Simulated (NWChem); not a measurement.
System meant: C4H5N, triplet; SMILES of the neutral closed-shell parent c1cc[nH]c1

The following NWChem deck was run.

```
start job
memory heap 200 mb stack 900 mb global 1100 mb
geometry units angstroms noautoz
  C      0.689766    -1.040267    -0.106793
  C     -0.670456    -1.012566     0.035359
  C     -1.089833     0.341539     0.095784
  N      0.010066     1.181181    -0.178827
  C      1.172209     0.377620     0.026058
  H      1.328109    -1.909651    -0.255959
  H     -1.347052    -1.867784     0.054427
  H     -2.067567     0.750107     0.349274
  H      0.006557     2.103344     0.241376
  H      1.830337     0.646630     0.875751
end
basis spherical
  C library def2-svp
  N library def2-svp
  H library def2-svp
end
dft
  odft
  mult 4
  xc pbe0
  iterations 150
  mulliken
end
task dft energy
```

End of the output:

```
 ==============================================================================
                                 internuclear angles
 ------------------------------------------------------------------------------
        center 1       |       center 2       |       center 3       |  degrees
 ------------------------------------------------------------------------------
    2 C                |   1 C                |   5 C                |   106.90
    2 C                |   1 C                |   6 H                |   127.83
    5 C                |   1 C                |   6 H                |   125.24
    1 C                |   2 C                |   3 C                |   108.52
    1 C                |   2 C                |   7 H                |   127.07
    3 C                |   2 C                |   7 H                |   124.35
    2 C                |   3 C                |   4 N                |   109.23
    2 C                |   3 C                |   8 H                |   129.27
    4 N                |   3 C                |   8 H                |   121.45
    3 C                |   4 N                |   5 C                |   105.77
    3 C                |   4 N                |   9 H                |   117.27
    5 C                |   4 N                |   9 H                |   117.10
    1 C                |   5 C                |   4 N                |   104.89
    1 C                |   5 C                |  10 H                |   119.17
    4 N                |   5 C                |  10 H                |   117.19
 ------------------------------------------------------------------------------
                            number of included internuclear angles:         15
 ==============================================================================

 Summary of "ao basis" -> "" (spherical)
 ------------------------------------------------------------------------------
       Tag                 Description            Shells   Functions and Types
 ---------------- ------------------------------  ------  ---------------------
 C                          def2-svp                 6       14   3s2p1d
 N                          def2-svp                 6       14   3s2p1d
 H                          def2-svp                 3        5   2s1p

                                 NWChem DFT Module
                                 -----------------

 Summary of "ao basis" -> "ao basis" (spherical)
 ------------------------------------------------------------------------------
       Tag                 Description            Shells   Functions and Types
 ---------------- ------------------------------  ------  ---------------------
 C                          def2-svp                 6       14   3s2p1d
 N                          def2-svp                 6       14   3s2p1d
 H                          def2-svp                 3        5   2s1p

  number of electrons :                   36
  multiplicity        :                    4
 ------------------------------------------------------------------------
  no. of electrons and multiplicity not compatible                  36
 ------------------------------------------------------------------------
 ------------------------------------------------------------------------
  current input line :
    27: task dft energy
 ------------------------------------------------------------------------
 ------------------------------------------------------------------------
 There is an error in the input file
 ------------------------------------------------------------------------
 For more information see the NWChem manual at https://nwchemgit.github.io

0: no. of electrons and multiplicity not compatible:Received an Error in Communication
```

### Question
Find the fault in this run and fix the input.

### Answer
The input was rejected before any calculation. Cause: the multiplicity doesn't fit the number of electrons (an even count wants an odd multiplicity, and the reverse). This input runs:
```
start job
memory heap 200 mb stack 900 mb global 1100 mb
geometry units angstroms noautoz
  C      0.689766    -1.040267    -0.106793
  C     -0.670456    -1.012566     0.035359
  C     -1.089833     0.341539     0.095784
  N      0.010066     1.181181    -0.178827
  C      1.172209     0.377620     0.026058
  H      1.328109    -1.909651    -0.255959
  H     -1.347052    -1.867784     0.054427
  H     -2.067567     0.750107     0.349274
  H      0.006557     2.103344     0.241376
  H      1.830337     0.646630     0.875751
end
basis spherical
  C library def2-svp
  N library def2-svp
  H library def2-svp
end
dft
  odft
  mult 3
  xc pbe0
  iterations 150
  mulliken
end
task dft energy
```
It converges to -209.64326 Ha (PBE0/def2-SVP, spin-unrestricted).
